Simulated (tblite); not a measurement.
# Cl2F: the cost of one run

Computed with tblite 0.8.0 and PySCF 2.14.0; each step states its level. No surroundings beyond the atoms listed, unless a continuum is named. Atoms count from 0, parts from 1.

## 1. The system as given

3 atoms, charge -1, multiplicity 1; geometry: rigid parts in contact. Parts: 1 = atoms 0–1, `ClCl`, charge 0; 2 = atom 2, `[F-]`, charge -1.

## 2. Bringing the parts together with GFN2-xTB

Job settings and geometry (Å):

```
{"job": {"kind": "dock", "xc": "GFN2-xTB", "basis": "xTB"}, "charge": -1, "multiplicity": 1, "parts": [{"atoms": "0-1", "charge": 0, "multiplicity": 1}, {"atoms": "2-2", "charge": -1, "multiplicity": 1}]}
Cl     1.008298    -0.008205    -0.014084
Cl    -1.008298     0.008205     0.014084
F     -3.020448    -1.637426    -0.029623
```

With the program's defaults for keys left out, this is: GFN2-xTB search for minima from random contacts, gas phase.

On the command line:

```
OMP_NUM_THREADS=1 python cluster_run.py task.json out
```

This one command runs all jobs of the session in turn.

**Question.** How long does this first job take on 1 thread of Arm Neoverse N1, shared host?

About 7.2 s.
